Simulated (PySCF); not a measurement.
Scalar relativity in Si (silicon, neutral)

[Ne] 3s2 3p2, high-spin 3P determinant; UHF calculated with PySCF 2.14 in dyall-acv3z (19s12p6d4f, 113 functions), once non-relativistic with a point nucleus and once with spin-free X2C-1e and a Gaussian nucleus.

```
shell  ε non-rel. (eV)  ε X2C (eV)  rms r non-rel. (bohr, spins averaged)  rms r X2C (bohr, spins averaged)  change of radius (%)
 1s α          -1872.6     -1877.1                                 0.1292                            0.1287                 -0.40
 1s β          -1872.3     -1876.8                                 0.1292                            0.1287                 -0.40
 2s α          -167.64     -168.35                                 0.6142                            0.6123                 -0.31
 2s β          -167.34     -168.05                                 0.6142                            0.6123                 -0.31
 2p α          -116.07     -116.03                                 0.5996                            0.5991                 -0.08
 2p β          -115.49     -115.45                                 0.5996                            0.5991                 -0.08
 3s α          -16.869     -16.915                                  2.387                             2.381                 -0.23
 3s β          -12.593     -12.646                                  2.387                             2.381                 -0.23
 3p α           -8.202      -8.190                                  2.985                             2.986                  0.04
```

The total energy goes from -288.8587 to -289.4633 hartree.

Ionisation energy, Si [Ne] 3s2 3p2 (3P) → Si⁺ [Ne] 3s2 3p1 (2P) (eV):

```csv
method,non-relativistic,spin-free X2C,shift
UHF,7.637,7.626,-0.011
LDA,8.234,8.223,-0.011
PBE,8.199,8.188,-0.011
PBE0,8.220,8.209,-0.011
r2SCAN,8.321,8.310,-0.011
MP2 (valence),8.051,8.041,-0.011
SCS-MP2 (valence),7.963,7.952,-0.011
MP2 (valence and next inner shell),8.055,8.043,-0.011
SCS-MP2 (valence and next inner shell),7.967,7.956,-0.011
CCSD (valence),8.077,8.066,-0.010
CCSD(T) (valence),8.118,8.108,-0.010
CCSD (valence and next inner shell),8.081,8.070,-0.011
CCSD(T) (valence and next inner shell),8.118,8.107,-0.011
```

Relativity contracts and stabilises s shells directly. The contracted s shells screen the nucleus better, so for spin-averaged p shells the direct and indirect effects partly cancel.
